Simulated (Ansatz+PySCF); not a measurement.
A calculation with Ansatz (development build ahead of 0.2.0).

```yaml
crystal:
  periodic: [false, false, false]
  atoms:
    - { symbol: C, position_ang: [0.0, 0.0, -1.20315] }
    - { symbol: C, position_ang: [0.0, 0.0, 0.0] }
    - { symbol: C, position_ang: [0.0, 0.0, 1.20315] }
    - { symbol: H, position_ang: [0.0, -0.86184, -1.72492] }
    - { symbol: H, position_ang: [0.0, 0.86184, -1.72492] }
    - { symbol: H, position_ang: [-0.86184, 0.0, 1.72492] }
    - { symbol: H, position_ang: [0.86184, 0.0, 1.72492] }
basis:
  gaussian: { orbitals: def2-SVP }
hamiltonian:
  xc: hf
correlation:
  method: ccsd_t
  frozen_orbitals: { C: 1, H: 0 }
scf:
  omitted_lower_state_checks: [starts, atomic_configurations, cluster_reference, orbital_swaps, given_window_search, neighbouring_geometries, increment]
```

The input is written out in the form of the current development build from the run's settings.

Output:

* Converged: yes
* Reference energy: -115.72768 hartree
* CCSD correlation energy: -0.41214 hartree
* Triples correction: -0.01384 hartree
* Total energy: -116.15367 hartree
* Spin squared of the determinant: 0.000
* Stability test: minimum among restricted orbitals
* Largest doubles amplitude: 0.08
